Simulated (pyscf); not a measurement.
Optimised with ωB97X-D3(BJ)/def2-SVP in PySCF.

Q: H₃C–CH₃ (SMILES CC) + [H₃C–Ga–Cl]• (SMILES [CH3][Ga][Cl]) -> H₃C–Ga(CH₃)–Cl (SMILES [CH3][Ga]([CH3])[Cl]) + CH₃• (SMILES [CH3])
Surface: doublet. Broken: C–C. Formed: C–Ga. Give ΔE‡ and ΔE from ωB97M-D3(BJ)/def2-TZVP, relative to the separated reactants.

A: ΔE‡ = 209.4 kJ/mol, ΔE = +83.9 kJ/mol. Zero-point energy shifts the barrier by -10.4 kJ/mol. It is a substitution at C, with an imaginary mode of 1133i cm⁻¹. This is the saddle that the search found; another between the same sides may lie lower. The angle at the attacked C is 168°. Elements up to Kr have no core potential and no relativistic terms here.
